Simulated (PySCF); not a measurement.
Compound: C5H11N.
SMILES with atom numbers: `[CH3:1][CH2:2][CH:3]1[CH2:4][NH:5][CH2:6]1` (hydrogens: H7, H8, H9 on C1; H10, H11 on C2; H12 on C3; H13, H14 on C4; H15 on N5; H16, H17 on C6)

Geometry (GFN2-xTB, Å), atoms numbered from 1 in this order:
```
atom  x, y, z in Å
C1     2.2216    0.0016   -0.0595
C2     0.9393    0.5337    0.5703
C3    -0.2549    0.3538   -0.3518
C4    -1.6424    0.7099    0.2085
N5    -2.1613   -0.5583   -0.3092
C6    -0.8068   -1.0710   -0.5312
H7     2.4445    0.5368   -0.9796
H8     3.0607    0.1221    0.6215
H9     2.1184   -1.0550   -0.2958
H10    0.7522    0.0120    1.5125
H11    1.0553    1.5968    0.7969
H12   -0.0673    0.8392   -1.3098
H13   -2.1435    1.5783   -0.2241
H14   -1.6452    0.8023    1.3011
H15   -2.7472   -1.0949    0.3203
H16   -0.4432   -1.7662    0.2350
H17   -0.6872   -1.5292   -1.5151
```

Computed at B3LYP/pcJ-1 (PySCF, non-relativistic), with Q(14N) = 0.02044 b: N5, 14N (I = 1): χzz = -5.905 MHz, η = 0.028.

Q: Find the zero-field quadrupole resonance frequencies of 14N at N5.

A: From ν± = (3/4)|χ|(1 ± η/3) and ν0 = |χ|η/2: ν+ 4.469 MHz, ν− 4.388 MHz, ν0 0.081 MHz (secondary amine nitrogen).

In a crystal, neighbours and librations shift these lines. The structure is a single GFN2-xTB conformer in the gas phase; no vibrational or solvent corrections. GFN2-xTB bond lengths can be off by several hundredths of an ångström, more for odd bonds, and the gradients follow them. A larger basis could move these couplings by a tenth or more.
